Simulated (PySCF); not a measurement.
# SiS (SMILES [Si-]#[S+]) at CCSD(T)/cc-pVTZ

Aim: the vertical ionisation energy of SiS at CCSD(T)/cc-pVTZ, from 2 runs. Input form: a Python script.

The results are computed with PySCF 2.14.0.

6 further runs of the same task are left out: 6 set aside as unsound or not needed.

## 1. Starting point

SiS has 2 atoms, charge 0, and is taken as a singlet. SMILES: `[Si-]#[S+]`. Geometry: the measured bond length.

Bond lengths: Si1–S2 1.929 Å.

## 2. A single-point energy at CCSD(T)/cc-pVTZ

Contents of run.py:

```python
from pyscf import gto, scf, cc

system = gto.Mole()
system.atom = 'Si 0.000000 0.000000 0.000000; S 0.000000 0.000000 1.929321'
system.verbose = 4
system.max_memory = 1860
system.basis = 'cc-pvtz'
system.build()

mf = scf.RHF(system)
mf.conv_tol = 1e-10
mf.kernel()
if not mf.converged:
    mf = mf.newton().run(mf.mo_coeff, mf.mo_occ)

mycc = cc.CCSD(mf, frozen=10)
mycc.kernel()
e_t = mycc.ccsd_t()
e_tot = mycc.e_tot + e_t
print('E = %.10f Eh' % e_tot)
```

The run is started by

```
$ OMP_NUM_THREADS=1 python run.py
```

Output:

```text
PySCF version 2.14.0

[INPUT] num. atoms = 2
[INPUT] num. electrons = 30
[INPUT] charge = 0
[INPUT] spin (= nelec alpha-beta = 2S) = 0
[INPUT] symmetry False subgroup None
[INPUT] Mole.unit = angstrom
[INPUT] Symbol           X                Y                Z      unit          X                Y                Z       unit  Magmom
[INPUT]  1 Si     0.000000000000   0.000000000000   0.000000000000 AA    0.000000000000   0.000000000000   0.000000000000 Bohr   0.0
[INPUT]  2 S      0.000000000000   0.000000000000   1.929321000000 AA    0.000000000000   0.000000000000   3.645888296372 Bohr   0.0

nuclear repulsion = 61.4390737705545
number of shells = 18
number of NR pGTOs = 118
number of NR cGTOs = 68
basis = cc-pvtz
ecp = {}

******** <class 'pyscf.scf.hf.RHF'> ********
method = RHF
initial guess = minao
damping factor = 0
level_shift factor = 0
DIIS = <class 'pyscf.scf.diis.CDIIS'>
diis_start_cycle = 1
diis_space = 8
diis_damp = 0
SCF conv_tol = 1e-10
SCF conv_tol_grad = None
SCF max_cycles = 50
direct_scf = True
direct_scf_tol = 1e-13
Set gradient conv threshold to 1e-05
Initial guess from minao.
init E= -686.486390302584
  HOMO = -0.268887706016694  LUMO = -0.022505563251033  gap/eV = 6.70440
cycle= 1 E= -686.454286735663  delta_E= 0.0321  |g|= 0.343  |ddm|= 1.23
  HOMO = -0.349324401390383  LUMO = -0.00278181211334426  gap/eV = 9.42990
cycle= 2 E= -686.482698417083  delta_E= -0.0284  |g|= 0.266  |ddm|= 0.594
  HOMO = -0.387435511467356  LUMO = 0.0217879402530787  gap/eV = 11.13554
cycle= 3 E= -686.506074202611  delta_E= -0.0234  |g|= 0.0241  |ddm|= 0.21
  HOMO = -0.38793590145665  LUMO = 0.0284465180982565  gap/eV = 11.33034
cycle= 4 E= -686.506466659787  delta_E= -0.000392  |g|= 0.00647  |ddm|= 0.049
  HOMO = -0.388653301165225  LUMO = 0.0276136482419017  gap/eV = 11.32720
cycle= 5 E= -686.506488829426  delta_E= -2.22e-05  |g|= 0.00135  |ddm|= 0.0123
  HOMO = -0.388248637972964  LUMO = 0.0276179361157339  gap/eV = 11.31631
cycle= 6 E= -686.506489969476  delta_E= -1.14e-06  |g|= 0.000415  |ddm|= 0.00312
  HOMO = -0.388335820133628  LUMO = 0.0275721654153772  gap/eV = 11.31743
cycle= 7 E= -686.506490128565  delta_E= -1.59e-07  |g|= 0.000141  |ddm|= 0.00119
  HOMO = -0.388315151349414  LUMO = 0.0275864373468306  gap/eV = 11.31726
cycle= 8 E= -686.506490150961  delta_E= -2.24e-08  |g|= 2.39e-05  |ddm|= 0.000481
  HOMO = -0.388314949015804  LUMO = 0.0275843052207142  gap/eV = 11.31720
cycle= 9 E= -686.50649015151  delta_E= -5.49e-10  |g|= 5.38e-06  |ddm|= 5.15e-05
  HOMO = -0.388315109499158  LUMO = 0.0275835621828399  gap/eV = 11.31718
cycle= 10 E= -686.506490151535  delta_E= -2.5e-11  |g|= 1.21e-06  |ddm|= 1.33e-05
  HOMO = -0.388315015101575  LUMO = 0.0275835155057327  gap/eV = 11.31718
Extra cycle  E= -686.506490151536  delta_E= -4.55e-13  |g|= 5.17e-07  |ddm|= 2.3e-06
converged SCF energy = -686.506490151536

******** <class 'pyscf.cc.ccsd.CCSD'> ********
CC2 = 0
CCSD nocc = 5, nmo = 58
frozen orbitals 10
max_cycle = 50
direct = 0
conv_tol = 1e-07
conv_tol_normt = 1e-05
diis_space = 6
diis_start_cycle = 0
diis_start_energy_diff = 1e+09
Init t2, MP2 energy = -686.765852320014  E_corr(MP2) -0.259362168478527
Init E_corr(CCSD) = -0.259362168478684
cycle = 1  E_corr(CCSD) = -0.269548487573168  dE = -0.0101863191  norm(t1,t2) = 0.0647807
cycle = 2  E_corr(CCSD) = -0.278591358281368  dE = -0.00904287071  norm(t1,t2) = 0.0249024
cycle = 3  E_corr(CCSD) = -0.279187213101127  dE = -0.00059585482  norm(t1,t2) = 0.0144548
cycle = 4  E_corr(CCSD) = -0.281136418822227  dE = -0.00194920572  norm(t1,t2) = 0.00643303
cycle = 5  E_corr(CCSD) = -0.281088028148313  dE = 4.83906739e-05  norm(t1,t2) = 0.00159457
cycle = 6  E_corr(CCSD) = -0.280980954506909  dE = 0.000107073641  norm(t1,t2) = 0.000520014
cycle = 7  E_corr(CCSD) = -0.281002881393052  dE = -2.19268861e-05  norm(t1,t2) = 0.000165978
cycle = 8  E_corr(CCSD) = -0.281003721735457  dE = -8.40342405e-07  norm(t1,t2) = 3.336e-05
cycle = 9  E_corr(CCSD) = -0.281002481850055  dE = 1.2398854e-06  norm(t1,t2) = 1.11126e-05
cycle = 10  E_corr(CCSD) = -0.281002532533855  dE = -5.06838e-08  norm(t1,t2) = 3.24592e-06
CCSD converged
E(CCSD) = -686.7874926840694  E_corr = -0.2810025325338545
CCSD(T) correction = -0.0175763355079648
E = -686.8050690196 Eh
```

Wall time 2.9 s (1 thread of Arm Neoverse V2, shared host); peak memory 0.18 GiB.

## 3. The doublet cation, same level

Contents of job.py:

```python
from pyscf import gto, cc

mol = gto.M(
    atom='''
Si     0.000000     0.000000     0.000000
S      0.000000     0.000000     3.645888
''',
    charge=1,
    max_memory=1860,
    verbose=4,
    basis='cc-pvtz',
    unit='bohr',
    spin=1,
)

mf = mol.UHF()
mf.conv_tol = 1e-10
mf.kernel()
if not mf.converged:
    mf = mf.newton().run(mf.mo_coeff, mf.mo_occ)

mycc = cc.CCSD(mf, frozen=10)
mycc.kernel()
e_t = mycc.ccsd_t()
energy = mycc.e_tot + e_t
print('E(%s) = %.9f' % ('CCSD(T)', energy))
```

The run is started by

```
$ OMP_NUM_THREADS=1 python job.py
```

Output:

```text
PySCF version 2.14.0

[INPUT] num. atoms = 2
[INPUT] num. electrons = 29
[INPUT] charge = 1
[INPUT] spin (= nelec alpha-beta = 2S) = 1
[INPUT] symmetry False subgroup None
[INPUT] Mole.unit = bohr
[INPUT] Symbol           X                Y                Z      unit          X                Y                Z       unit  Magmom
[INPUT]  1 Si     0.000000000000   0.000000000000   0.000000000000 AA    0.000000000000   0.000000000000   0.000000000000 Bohr   0.0
[INPUT]  2 S      0.000000000000   0.000000000000   1.929320843167 AA    0.000000000000   0.000000000000   3.645888000000 Bohr   0.0

nuclear repulsion = 61.439078764899
number of shells = 18
number of NR pGTOs = 118
number of NR cGTOs = 68
basis = cc-pvtz
ecp = {}

******** <class 'pyscf.scf.uhf.UHF'> ********
method = UHF
initial guess = minao
damping factor = 0
level_shift factor = 0
DIIS = <class 'pyscf.scf.diis.CDIIS'>
diis_start_cycle = 1
diis_space = 8
diis_damp = 0
SCF conv_tol = 1e-10
SCF conv_tol_grad = None
SCF max_cycles = 50
direct_scf = True
direct_scf_tol = 1e-13
number electrons alpha = 15  beta = 14
Set gradient conv threshold to 1e-05
init E= -686.486390522562
[... the frontier-level lines of each cycle are left out ...]

cycle= 1 E= -686.059707079996  delta_E= 0.427  |g|= 0.293  |ddm|= 0.899
[... 63 lines left out ...]
cycle= 17 E= -686.150291811057  delta_E= -1.41e-11  |g|= 8.26e-07  |ddm|= 5.72e-06
Extra cycle  E= -686.150291811059  delta_E= -1.59e-12  |g|= 4.16e-07  |ddm|= 1.06e-06
converged SCF energy = -686.150291811059  <S^2> = 0.78961467  2S+1 = 2.0392299

******** <class 'pyscf.cc.uccsd.UCCSD'> ********
CC2 = 0
CCSD nocc = (np.int64(5), np.int64(4)), nmo = (58, 58)
frozen orbitals 10
max_cycle = 50
direct = 0
conv_tol = 1e-07
conv_tol_normt = 1e-06
diis_space = 6
diis_start_cycle = 0
diis_start_energy_diff = 1e+09
Init t2, MP2 energy = -0.233812567875057
Init E_corr(UCCSD) = -0.233812567875234
cycle = 1  E_corr(UCCSD) = -0.241973953727802  dE = -0.00816138585  norm(t1,t2) = 0.104414
cycle = 2  E_corr(UCCSD) = -0.252078323588966  dE = -0.0101043699  norm(t1,t2) = 0.0389591
cycle = 3  E_corr(UCCSD) = -0.252511523602418  dE = -0.000433200013  norm(t1,t2) = 0.0280467
cycle = 4  E_corr(UCCSD) = -0.255515777573581  dE = -0.00300425397  norm(t1,t2) = 0.0146262
cycle = 5  E_corr(UCCSD) = -0.255535821438646  dE = -2.00438651e-05  norm(t1,t2) = 0.00465133
cycle = 6  E_corr(UCCSD) = -0.255355177861851  dE = 0.000180643577  norm(t1,t2) = 0.0025466
cycle = 7  E_corr(UCCSD) = -0.255472611784194  dE = -0.000117433922  norm(t1,t2) = 0.00128081
cycle = 8  E_corr(UCCSD) = -0.255461570817872  dE = 1.10409663e-05  norm(t1,t2) = 0.000378218
cycle = 9  E_corr(UCCSD) = -0.255453916368472  dE = 7.6544494e-06  norm(t1,t2) = 0.000162662
cycle = 10  E_corr(UCCSD) = -0.255453562851417  dE = 3.53517055e-07  norm(t1,t2) = 5.02219e-05
cycle = 11  E_corr(UCCSD) = -0.255454573077776  dE = -1.01022636e-06  norm(t1,t2) = 2.27157e-05
cycle = 12  E_corr(UCCSD) = -0.25545459807493  dE = -2.49971541e-08  norm(t1,t2) = 1.24008e-05
cycle = 13  E_corr(UCCSD) = -0.255454426428751  dE = 1.71646179e-07  norm(t1,t2) = 6.81143e-06
cycle = 14  E_corr(UCCSD) = -0.255454281445609  dE = 1.44983141e-07  norm(t1,t2) = 3.43488e-06
cycle = 15  E_corr(UCCSD) = -0.255454308386101  dE = -2.69404917e-08  norm(t1,t2) = 1.8781e-06
cycle = 16  E_corr(UCCSD) = -0.255454318816093  dE = -1.04299921e-08  norm(t1,t2) = 8.92028e-07
UCCSD converged
E(UCCSD) = -686.405746129875  E_corr = -0.2554543188160934
UCCSD(T) correction = -0.0180317285612563
E(CCSD(T)) = -686.423777858
```

Run time: 10 s. Hardware: 1 thread of Arm Neoverse V2, shared host; peak memory 0.65 GiB.

## 4. What came out

At CCSD(T)/cc-pVTZ, 10 core orbitals frozen:

| quantity | value |
| --- | --- |
| singlet SiS: total energy | -686.80507 Eh |
| singlet SiS: dipole moment (Hartree–Fock density) | 2.28 D |
| singlet SiS: HOMO energy (Hartree–Fock orbitals) | -10.57 eV |
| singlet SiS: LUMO energy (Hartree–Fock orbitals) | 0.75 eV |
| singlet SiS: HOMO–LUMO gap (Hartree–Fock orbitals) | 11.32 eV |
| singlet SiS: correlation energy (10 core orbitals frozen) | -298.6 mEh |
| singlet SiS: (T) correction | -17.58 mEh |
| singlet SiS: T1 diagnostic | 0.022 |
| doublet cation: total energy | -686.42378 Eh |
| doublet cation: HOMO energy (Hartree–Fock orbitals) (highest over α and β) | -17.51 eV |
| doublet cation: LUMO energy (Hartree–Fock orbitals) (lowest over α and β) | -8.84 eV |
| doublet cation: correlation energy (10 core orbitals frozen) | -273.5 mEh |
| doublet cation: (T) correction | -18.03 mEh |
| doublet cation: ⟨S²⟩ of the reference determinant | 0.790 |
| doublet cation: T1 diagnostic | 0.034 |
| vertical ionisation energy (to the doublet cation) | 10.375 eV |

What this shows: The vertical ionisation energy comes to 10.38 eV (1001 kJ/mol). The T1 diagnostic (singlet SiS) of 0.022 is above the customary mark for such species, so a single reference may not serve. The triples (singlet SiS) make up 5.9 % of the correlation energy. The triples (doublet cation) make up 6.6 % of the correlation energy.
